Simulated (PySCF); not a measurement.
Reproducing measurements on fluoromethane

**Experimental background.**

From NIST CCCBDB Release 22 (SRD 101), experimental dipoles, for the gas: dipole moment (microwave Stark effect, vibrational ground state) 1.847 D.

From NIST CCCBDB Release 22 (SRD 101), experimental polarizabilities, for the gas: mean polarisability 2.54 Å³.

The results are set against them at the end.

Fluoromethane, CH₃F.
SMILES with atom numbers: `[CH3:1][F:2]` (hydrogens: H3, H4, H5 on C1)

Geometry (GFN2-xTB, Å), atoms numbered from 1 in this order:
```xyz
5
CH3F angstrom
C     -0.067    0.007    0.005
F      1.282   -0.110   -0.163
H     -0.299   -0.221    1.046
H     -0.352    1.030   -0.241
H     -0.554   -0.703   -0.665
```

The PySCF runs (gas phase, on this GFN2-xTB geometry; no spin–orbit coupling):

```csv
level,job,basis functions
PBE0/pcSseg-1,"shieldings, charges and field gradients",49
PBE0/def2-SVPD,"8 singlets by full TDDFT, 3 Tamm–Dancoff triplets, polarisability",67
B3LYP/pcJ-1,spin–spin couplings from 5 perturbed nuclei,84
```

## Comparison

**Dipole moment.** Measured: 1.847 D (NIST CCCBDB Release 22 (SRD 101), experimental dipoles).

```json
{"level": "PBE0/pcSseg-1", "computed (D)": "1.880", "computed − measured (D)": "+0.033", "% (from the printed values)": "+2"}
{"level": "PBE0/def2-SVPD", "computed (D)": "1.778", "computed − measured (D)": "-0.069", "% (from the printed values)": "-4"}
{"level": "B3LYP/pcJ-1", "computed (D)": "1.867", "computed − measured (D)": "+0.020", "% (from the printed values)": "+1"}
```

Closest is B3LYP/pcJ-1 (+0.020 D), furthest PBE0/def2-SVPD (-0.069 D); one molecule doesn't rank methods. The computed dipoles belong to one fixed geometry; measured ones are averaged over vibrations unless marked μe. Magnitudes are compared, not signs.

**Mean polarisability.** Measured: 2.54 Å³ (NIST CCCBDB Release 22 (SRD 101), experimental polarizabilities).

| level | computed (Å³) | computed − measured (Å³) | % (from the printed values) |
| --- | --- | --- | --- |
| PBE0/def2-SVPD | 2.45 | -0.09 | -4 |

The computed values are static and purely electronic, with core orbitals frozen in the response (1 au = 0.148185 Å³). The table of measured values doesn't say here whether a value is static or optical, or holds a vibrational part.

No measured geometry was used, and the causes of the misses weren't examined.
